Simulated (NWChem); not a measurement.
**C2HF2 (SMILES [CH]=C(F)F) at UM11/cc-pV(D+d)Z**

Aim: the energy difference between two shapes of C2HF2 at UM11/cc-pV(D+d)Z, from 2 runs. 

The results are computed with NWChem 7.3.0.

## 1. The system as given

C2HF2 has 5 atoms, charge 0, and is taken as a doublet. SMILES: `[CH]=C(F)F`. The coordinates come from a PBE0-D4/def2-TZVP relaxation.

Bond lengths: C1–C2 1.301 Å, C2–F3 1.313 Å, C2–F4 1.320 Å, C1–H5 1.072 Å. Angles: C1–C2–F3 125.0°, C1–C2–F4 125.4°, F3–C2–F4 109.6°, C2–C1–H5 140.6°.

## 2. The charge distribution at UM11/cc-pV(D+d)Z

Input file test.nw:

```
start test
title "C2HF2"
memory 2200 mb

geometry units angstrom noautosym nocenter noautoz
  C       -0.028200       0.912700      -0.014900
  C        0.163600      -0.366100       0.124600
  F        1.043800      -0.911700       0.932500
  F       -0.492600      -1.313200      -0.520300
  H       -0.636600       1.604500      -0.563400
end

basis "ao basis" spherical bse
  * library "cc-pV(D+d)Z"
end

dft
  xc m11
  mult 2
  grid fine
  iterations 200
  mulliken
  print low
end

property
  efield
  esp
  quadrupole
  moldenfile
  molden_norm janpa
end

task dft property
```

Launch:

```bash
$ nwchem test.nw > test.out
```

Log:

```text
[...]
 d= 0,ls=0.0,diis     1   -276.1834631817 -3.86D+02  7.23D-03  2.36D-01     2.0
[...]
 d= 0,ls=0.0,diis    12   -276.2854864083 -2.47D-08  1.48D-06  3.43D-09    22.3
[...]
         Total DFT energy =     -276.285486408274
      One electron energy =     -599.001703741109
           Coulomb energy =      244.731839560914
    Exchange-Corr. energy =      -31.991670116760
 Nuclear repulsion energy =      109.976047888682
[...]
      Total Density - Mulliken Population Analysis
     ---------------------------------------------
    Atom       Charge   Shell Charges
 -----------   ------   -------------------------------------------------------
    1 C    6     6.18   2.01  0.65  0.57  1.99  0.92  0.03
    2 C    6     5.70   2.01  0.69  0.31  1.97  0.51  0.23
    3 F    9     9.12   2.01  0.87  0.98  3.35  1.90  0.01
    4 F    9     9.12   2.01  0.87  0.98  3.35  1.90  0.01
    5 H    1     0.89   0.71  0.15  0.03
[...]
      <S2> =      0.7598 (Exact =     0.7500)
[...]
```

Run time: 23 s. Hardware: 1 thread of Intel Xeon at 2.60GHz (Ice Lake), shared host; peak memory 0.12 GiB.

Atomic charges (e):

```tsv
atom	Mulliken	Löwdin
C1	-0.180	-0.060
C2	+0.300	-0.160
F3	-0.120	+0.100
F4	-0.120	+0.090
H5	+0.110	+0.040
```

## 3. The distorted shape, same level

Input file c2hf2.nw:

```
start c2hf2
title "C2HF2"
memory stack 880 mb heap 220 mb global 1100 mb

geometry units angstroms noautosym nocenter
  zmatrix
    C
    C 1 r2
    F 2 r3 1 a3
    F 2 r4 1 a4 3 d4
    H 1 r5 2 a5 4 d5
  variables
    r2 1.310048
    r3 1.314288
    a3 123.79464
    r4 1.301862
    a4 125.44767
    d4 176.77697
    r5 1.075424
    a5 141.28246
    d5 -2.12627
  end
end

basis spherical bse
  * library "cc-pV(D+d)Z"
end

dft
  xc m11
  mult 2
  grid fine
  maxiter 200
  mulliken
end

property
  efield
  esp
  quadrupole
  moldenfile
  molden_norm janpa
end

task dft property
```

Launch:

```bash
$ nwchem c2hf2.nw > c2hf2.out
```

Log:

```text
[...]
          Wavefunction type:  spin polarized.
          No. of atoms     :     5
          No. of electrons :    31
[...]
          Charge           :     0
          Spin multiplicity:     2
[...]
          AO basis - number of functions:    61
[...]
              XC Information
              --------------
                          M11 Method XC Functional
                     Hartree-Fock (Exact) Exchange  1.000
                           M11 gradient correction  1.000
                         M11 Correlation Potential  1.000
[...]
 d= 0,ls=0.0,diis     1   -276.1827345396 -3.86D+02  7.13D-03  2.36D-01     2.0
[...]
 d= 0,ls=0.0,diis    12   -276.2848571440 -4.20D-08  1.68D-06  3.91D-09    21.9
[...]
         Total DFT energy =     -276.284857144013
      One electron energy =     -599.410081596233
           Coulomb energy =      244.916484488255
    Exchange-Corr. energy =      -31.993155682041
 Nuclear repulsion energy =      110.201895646006
[...]
      Total Density - Mulliken Population Analysis
     ---------------------------------------------
    Atom       Charge   Shell Charges
 -----------   ------   -------------------------------------------------------
    1 C    6     6.19   2.01  0.65  0.58  1.99  0.93  0.03
    2 C    6     5.71   2.01  0.69  0.30  1.97  0.51  0.23
    3 F    9     9.12   2.01  0.87  0.98  3.35  1.90  0.01
    4 F    9     9.10   2.01  0.87  0.97  3.35  1.89  0.01
    5 H    1     0.89   0.70  0.16  0.03
[...]
      <S2> =      0.7604 (Exact =     0.7500)
[...]
```

It took 23 s on 1 thread of Intel Xeon at 2.60GHz (Ice Lake), shared host; peak memory 0.21 GiB.

Atomic charges (e):

```tsv
atom	Mulliken	Löwdin
C1	-0.190	-0.070
C2	+0.290	-0.180
F3	-0.120	+0.100
F4	-0.100	+0.110
H5	+0.110	+0.040
```

## 4. Outcome

At UM11/cc-pV(D+d)Z:

| quantity | value |
| --- | --- |
| first shape: total energy | -276.28549 Eh |
| first shape: ⟨S²⟩ | 0.760 |
| distorted shape: total energy | -276.28486 Eh |
| distorted shape: dipole moment | 1.17 D |
| distorted shape: HOMO energy (highest over α and β) | -10.08 eV |
| distorted shape: LUMO energy (lowest over α and β) | -0.56 eV |
| distorted shape: ⟨S²⟩ | 0.760 |
| energy change with the atoms displaced | 0.017 eV |

**Reading.** With the atoms displaced the energy rises by 0.02 eV (0.4 kcal/mol). The first shape isn't relaxed at this level, so the change isn't measured from a minimum. Mulliken charges (first shape) run from -0.18 on C1 to +0.30 on C2. Mulliken charges (distorted shape) run from -0.19 on C1 to +0.29 on C2; they depend strongly on the basis.
